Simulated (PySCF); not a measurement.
All values below come from PySCF with PBE-D3(BJ)/def2-TZVP // B3LYP-D3(BJ)/def2-TZVP. Isolated molecules, 0 K electronic values unless said otherwise. Excitations are Tamm–Dancoff values on a coarser integration grid. The basis has no diffuse functions, so Rydberg states are missing or too high.

Reference species (SMILES): `FB(F)F` (neutral, multiplicity 1).

```yaml
S1–T1 gap (TDA): 0.26 eV
HOMO: -10.00 eV
```

Changed species: `[SiH3]B([SiH3])[SiH3]` (3 of 3 F replaced by SiH3; the reference has 0 of 3 F replaced by SiH3).

Q: Predict the effect on the S1–T1 gap (TDA) and HOMO.

A: the S1–T1 gap (TDA) goes up by 0.44 eV, to 0.70 eV; the HOMO rises by 3.16 eV, to -6.84 eV.
